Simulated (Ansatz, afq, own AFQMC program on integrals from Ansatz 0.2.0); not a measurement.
# Where AFQMC and coupled cluster stand for NH$_{2}$O, doublet

```yaml
atoms:
  - { symbol: N, position_ang: [0.0000, -0.1403, 0.5542] }
  - { symbol: O, position_ang: [0.0000, 0.1191, -0.4880] }
  - { symbol: H, position_ang: [0.0000, 0.7880, 0.9912] }
  - { symbol: H, position_ang: [0.0000, -0.7298, -0.9459] }
```

Connectivity, by distances: NH–OH.

Basis cc-pVDZ. Only valence electrons are correlated. AFQMC by an in-house program on the Cholesky factors that Ansatz 0.2.0 writes for its CCSD(T) run. ph-AFQMC/CISD is guided by a CISD state made of CCSD amplitudes; releasing the constraint for a short imaginary time cuts its bias at the price of noise, slowly where states lie close. Free AFQMC starts from the CCSD state and is never constrained. Its projection time is finite, and what remains of the start isn't in its error. ± is one standard error of the sampling.

Determinant: UHF, the one that the program's search chose, which needn't be the lowest solution. The geometry is a point of a scan.

No full CI on the walks' own integrals is used here. The released AFQMC energy serves as the reference, which it does only where one determinant dominates, the energy is flat over the last release times and near the phaseless one (40 meV or 2 meV an electron, half that with transition metals). On small molecules, where full CI could be run and the noise was under 10 meV, such values lay within 10 meV of it in 19 cases of 20, a flattering rate, since the rule was set on those same cases; what remains of the bias isn't in the error bar.

Cautions: the released value is read at 2.40 1/Eh with a noise of 21 meV, more than in the cases checked (meV from the phaseless value at times in 1/Eh: 5 ± 15 at 0.24, -10 ± 12 at 0.51, -5 ± 13 at 0.99, -8 ± 17 at 1.62, 22 ± 21 at 2.40).

- T1 diagnostic: 0.0106
- weight of the determinant in the CISD state: 0.911
- ⟨S²⟩ of the determinant: 0.759
- size of the correlated space: 13 electrons in 36 orbitals

Reference: AFQMC with the constraint released, correlation energy -9.455 ± 0.021 eV.

```
        level  E − E(reference) (kJ/mol)  share of correlation (%)
           HF                912.3 ± 2.0                      0.00
          MP2                 69.1 ± 2.0                     92.43
         CCSD                 17.1 ± 2.0                     98.13
      CCSD(T)                  0.0 ± 2.0                    100.00
  ph-AFQMC/HF                 -5.0 ± 5.3                    100.55
ph-AFQMC/CISD                 -2.1 ± 2.3                    100.23
   free AFQMC                 -2.5 ± 2.9                    100.28
```

Free projections are given only where their last times agree within the noise and don't stop above the reference; a slow remainder of the start can still hide under it. A walk keeps the symmetry of its determinant, which the program's search chose and which needn't be the lowest solution, so a lower state of the same spin and another symmetry isn't excluded. Released energies are given only where the last usable release times agree within the noise; a slower fall can still hide under it.
